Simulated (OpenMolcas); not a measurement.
**doublet PH+, step by step**

Aim: a series of 9 runs (ROHF/6-31G*, CASSCF(5,5)/6-31G*, CASPT2(5,5)/6-31G*, CASPT2[IPEA 0](5,5)/6-31G*, SC-NEVPT2(5,5)/6-31G*, PC-NEVPT2(5,5)/6-31G*, MC-PDFT[tPBE](5,5)/6-31G*, MRCI(5,5)/6-31G*, and more) of doublet PH+. 

The calculation is run with OpenMolcas 26.06.

1 further run of the same task is left out (set aside as unsound or not needed).

## Step 1: The system as given

The species is PH+ (2 atoms), meant as a doublet with charge +1. SMILES of the parent species: `[PH]`. The shape is that of a PBE0-D4/def2-TZVP optimisation. That shape belongs to the parent species and isn't relaxed for this state.

Bond lengths: P1–H2 1.428 Å.

## Step 2: A single-point energy at ROHF/6-31G(d) (spherical functions) (run 1)

File step1.inp:

```
* HP Hartree-Fock

&GATEWAY
  BasLib=$CurrDir
  BasisSet
  P.6-31Gs....
  P1 0.000000 0.000000 -0.014610 angstrom
  End of Basis
  BasisSet
  H.6-31Gs....
  H2 0.000000 0.000000 1.413680 angstrom
  End of Basis

&SEWARD

&SCF
  UHF
  Charge=1
  Spin=2
  PrOrbitals=1 1

&RASSCF
  FileOrb=$Project.UnaOrb
  Spin=2
  Nactel=1 0 0
  Inactive=7
  Ras2=1
  OutOrbitals=Canonical
  OrbListing=Nothing
```

The basis set 6-31G* is read from a file made from the Basis Set Exchange's data (not shown).

On the command line:

```console
$ export MOLCAS_MEM=1860
$ pymolcas step1.inp > step1.log
```

What it wrote:

```text
--- Start Module: gateway ---
[...]
--- Stop Module: gateway /rc=_RC_ALL_IS_WELL_ ---
[...]
      Basis functions           20
[...]
--- Start Module: scf ---
[...]
       Convergence after  20 Iterations
[...]
::    Total SCF energy                               -340.9075658108
[...]
      Total spin, S                                     0.5052339140
[...]
--- Stop Module: scf /rc=_RC_ALL_IS_WELL_ ---
--- Start Module: rasscf ---
[...]
      Number of active orbitals                  1
[...]
      Spin quantum number                      0.5
[...]
      Active orbitals                            1
[...]
      Number of CSFs                             1
[...]
      Number of root(s) required                 1
[...]
      Convergence after  6 iterations
[...]
      printout of CI-coefficients larger than  0.05 for root  1
      energy=    -340.903241
      conf/sym  1     Coeff  Weight
             1  u   1.00000 1.00000
      Natural orbitals and occupation numbers for root  1
      sym 1:   1.000000
      ************************************************************************************************************************
      *                                                    Final results                                                     *
[...]
::    RASSCF root number  1 Total energy:   -340.90324120
[...]
      Total electronic charge=   15.000000
      Total            charge=    1.000000
[...]
      Dipole Moment (debye):
      Origin of the operator (angstrom)=    0.0000    0.0000    0.0304
                   X= -2.5830E-16               Y=  2.7101E-16               Z=  1.0393E+00           Total=  1.0393E+00
      Center of Charge (angstrom)
[...]
--- Stop Module: rasscf /rc=_RC_ALL_IS_WELL_ ---
[...]
```

Run time: 2.5 s. Hardware: 1 thread of Arm Neoverse V1, shared host; peak memory 0.37 GiB.

## Step 3: A single-point energy at CASSCF(5,5)/6-31G(d) (spherical functions) (run 2)

File step2.inp:

```
* HP CASSCF
>>> EXPORT MOLCAS_PRINT=2

&GATEWAY
  BasLib = $CurrDir
  BasisSet
  P.6-31Gs....
  P1 0.000000 0.000000 -0.014610 angstrom
  End of Basis
  BasisSet
  H.6-31Gs....
  H2 0.000000 0.000000 1.413680 angstrom
  End of Basis

&SEWARD

&RASSCF
  FileOrb = $CurrDir/step1.RasOrb
  Spin = 2
  Nactel = 5 0 0
  Inactive = 5
  Ras2 = 5
  OrbListing = Nothing
  OrbAppear = Compact
```

The basis set 6-31G* is read from a file made from the Basis Set Exchange's data (not shown).

On the command line:

```console
$ export MOLCAS_MEM=1860
$ pymolcas step2.inp > step2.log
```

What it wrote:

```text
--- Start Module: gateway ---
[...]
--- Stop Module: gateway /rc=_RC_ALL_IS_WELL_ ---
--- Start Module: seward ---
[...]
      Basis functions           20
--- Stop Module: seward /rc=_RC_ALL_IS_WELL_ ---
--- Start Module: rasscf ---
[...]
      Number of active orbitals                  5
[...]
      Spin quantum number                      0.5
[...]
      Active orbitals                            5
[...]
      Number of CSFs                            75
[...]
      Number of root(s) required                 1
[...]
      Convergence after 13 iterations
[...]
      printout of CI-coefficients larger than  0.05 for root  1
      energy=    -340.941163
      conf/sym  11111     Coeff  Weight
             1  22u00  -0.97853 0.95752
            30  20u20  -0.15806 0.02498
            33  20u02  -0.05459 0.00298
            37  udu02   0.06094 0.00371
            41  02u02  -0.07464 0.00557
      Natural orbitals and occupation numbers for root  1
      sym 1:   1.979712   1.937481   1.000000   0.054847   0.027960
      ************************************************************************************************************************
      *                                                    Final results                                                     *
[...]
::    RASSCF root number  1 Total energy:   -340.94116273
[...]
      Total electronic charge=   15.000000
      Total            charge=    1.000000
[...]
      Dipole Moment (debye):
      Origin of the operator (angstrom)=    0.0000    0.0000    0.0304
                   X=  3.5910E-14               Y=  6.0741E-14               Z=  9.1716E-01           Total=  9.1716E-01
      Center of Charge (angstrom)
[...]
--- Stop Module: rasscf /rc=_RC_ALL_IS_WELL_ ---
[...]
```

Wall time 1.9 s (1 thread of Arm Neoverse V1, shared host); peak memory 0.37 GiB.

Run 3 isn't shown in full; the table further down has it.

## Step 4: The energy at CASPT2[IPEA 0](5,5)/6-31G(d) (spherical functions) (run 4)

File step4.inp:

```
>>> EXPORT MOLCAS_PRINT=2

&GATEWAY
  BasLib = $CurrDir
  BasisSet
  P.6-31Gs....
  P1 0.000000 0.000000 -0.014610 angstrom
  End of Basis
  BasisSet
  H.6-31Gs....
  H2 0.000000 0.000000 1.413680 angstrom
  End of Basis

&SEWARD

&RASSCF
  FileOrb = $CurrDir/step2.RasOrb
  Spin = 2
  Nactel = 5 0 0
  Inactive = 5
  Ras2 = 5
  OrbListing = Nothing
  OrbAppear = Compact

&CASPT2
  IPEA = 0
  Imaginary = 0.1
  Frozen = 5
```

The basis set 6-31G* is read from a file made from the Basis Set Exchange's data (not shown).

On the command line:

```console
$ export MOLCAS_MEM=1860
$ pymolcas step4.inp > step4.log
```

What it wrote:

```text
--- Start Module: gateway ---
[...]
--- Stop Module: gateway /rc=_RC_ALL_IS_WELL_ ---
[...]
      Basis functions           20
[...]
--- Start Module: rasscf ---
[...]
      Number of active orbitals                  5
[...]
      Spin quantum number                      0.5
[...]
      Active orbitals                            5
[...]
      Number of CSFs                            75
[...]
      Number of root(s) required                 1
[...]
      Convergence after  4 iterations
[...]
      printout of CI-coefficients larger than  0.05 for root  1
      energy=    -340.941163
      conf/sym  11111     Coeff  Weight
             1  22u00  -0.97853 0.95752
            30  20u20  -0.15806 0.02498
            33  20u02  -0.05460 0.00298
            37  udu02   0.06094 0.00371
            41  02u02  -0.07464 0.00557
      Natural orbitals and occupation numbers for root  1
      sym 1:   1.979712   1.937481   1.000000   0.054846   0.027961
      ************************************************************************************************************************
      *                                                    Final results                                                     *
[...]
::    RASSCF root number  1 Total energy:   -340.94116273
[...]
      Total electronic charge=   15.000000
      Total            charge=    1.000000
[...]
      Dipole Moment (debye):
      Origin of the operator (angstrom)=    0.0000    0.0000    0.0304
                   X= -8.1795E-15               Y= -4.9829E-15               Z=  9.1716E-01           Total=  9.1716E-01
      Center of Charge (angstrom)
[...]
--- Stop Module: rasscf /rc=_RC_ALL_IS_WELL_ ---
[...]
      E2 (Variational):          -0.0435982162
      Total energy:            -340.9847609458
[...]
      Reference weight:           0.97899
[...]
::    CASPT2 Root  1     Total energy:   -340.98476095
[...]
```

It took 1.8 s on 1 thread of Arm Neoverse V1, shared host; peak memory 0.37 GiB.

Runs 5 to 8 aren't shown in full; the table further down has their settings and results.

## Step 5: The energy at MRACPF(5,5)/6-31G(d) (spherical functions) (run 9)

File step9.inp:

```
&GATEWAY
 BasLib=$CurrDir
 BasisSet
 P.6-31Gs....
 P1 0.000000 0.000000 -0.014610 angstrom
 End of Basis
 BasisSet
 H.6-31Gs....
 H2 0.000000 0.000000 1.413680 angstrom
 End of Basis

&SEWARD

&RASSCF
 FileOrb=$CurrDir/step2.RasOrb
 Spin=2
 Nactel=5 0 0
 Inactive=5
 Ras2=5
 OrbListing=Nothing
 OrbAppear=Compact

&MOTRA
 LumOrb
 Frozen=5

&GUGA
 Electrons=5
 Spin=2
 Inactive=0
 Active=5
 CIAll=1

&MRCI
 ACPF
```

The basis set 6-31G* is read from a file made from the Basis Set Exchange's data (not shown).

On the command line:

```console
$ export MOLCAS_MEM=1860
$ pymolcas step9.inp > step9.log
```

What it wrote:

```text
--- Start Module: gateway ---
[...]
      Basis functions           20
[...]
      Number of active orbitals                  5
[...]
      Spin quantum number                      0.5
[...]
      Active orbitals                            5
[...]
      Number of CSFs                            75
[...]
      Number of root(s) required                 1
[...]
      Convergence after  4 iterations
[...]
      printout of CI-coefficients larger than  0.05 for root  1
      energy=    -340.941163
      conf/sym  11111     Coeff  Weight
             1  22u00  -0.97853 0.95752
            30  20u20  -0.15806 0.02498
            33  20u02  -0.05460 0.00298
            37  udu02   0.06094 0.00371
            41  02u02  -0.07464 0.00557
      Natural orbitals and occupation numbers for root  1
      sym 1:   1.979712   1.937481   1.000000   0.054846   0.027961
      ************************************************************************************************************************
      *                                                    Final results                                                     *
[...]
::    RASSCF root number  1 Total energy:   -340.94116273
[...]
      Dipole Moment (debye):
      Origin of the operator (angstrom)=    0.0000    0.0000    0.0304
                   X= -8.1795E-15               Y= -4.9829E-15               Z=  9.1716E-01           Total=  9.1716E-01
      Center of Charge (angstrom)
[...]
--- Start Module: guga ---
[...]
       USE THE DEFAULT ACPF G-VALUE GFAC=  0.40000000000000002
[...]
    MR ACPF CALCULATION.
[...]
            REFERENCE CI ENERGY:  -340.94116273
[...]
        ACPF CORRELATION ENERGY:    -0.05427484
                    ACPF ENERGY:  -340.99543757
[...]
      Total electronic charge=   15.000000
      Total            charge=    1.000000
[...]
  ACPF State   1     Total energy:   -340.99543757
[...]
```

Run time: 2 s. Hardware: 1 thread of Arm Neoverse V1, shared host; peak memory 0.37 GiB.

## Step 6: Overview of the runs

| run | level | active rule | inactive | energy (Eh) | wall time |
| --- | --- | --- | --- | --- | --- |
| 1 | ROHF/6-31G* (spherical functions) | – | – | -340.903241 | 2.5 s |
| 2 | CASSCF(5,5)/6-31G* (spherical functions) | full valence | 5 | -340.941163 | 1.9 s |
| 3 | CASPT2(5,5)/6-31G* (spherical functions) | full valence | 5 | -340.982038 | 1.9 s |
| 4 | CASPT2[IPEA 0](5,5)/6-31G* (spherical functions) | full valence | 5 | -340.984761 | 1.8 s |
| 5 | SC-NEVPT2(5,5)/6-31G* (spherical functions) | full valence | 5 | -340.980170 | 1.9 s |
| 6 | PC-NEVPT2(5,5)/6-31G* (spherical functions) | full valence | 5 | -340.980701 | 1.9 s |
| 7 | MC-PDFT[tPBE](5,5)/6-31G* (spherical functions) | full valence | 5 | -341.309181 | 2.1 s |
| 8 | MRCI(5,5)/6-31G* (spherical functions) | full valence | 5 | -340.994394 | 2 s |
| 9 | MRACPF(5,5)/6-31G* (spherical functions) | full valence | 5 | -340.995438 | 2 s |

## Step 7: Summary of results

| quantity | value |
| --- | --- |
| run 9, MRACPF(5,5)/6-31G*: total energy | -340.99544 Eh |

What this shows: Below the ROHF energy at the same shape and in the same basis (6-31G*): CASSCF(5,5) -37.9 mEh; CASPT2(5,5) -78.8 mEh; CASPT2[IPEA 0](5,5) -81.5 mEh; SC-NEVPT2(5,5) -76.9 mEh; PC-NEVPT2(5,5) -77.5 mEh; MRCI(5,5) -91.2 mEh. Active-space methods hold only the correlation inside their space unless a perturbation or CI step follows. All runs together took 18 s, the longest 2.5 s.
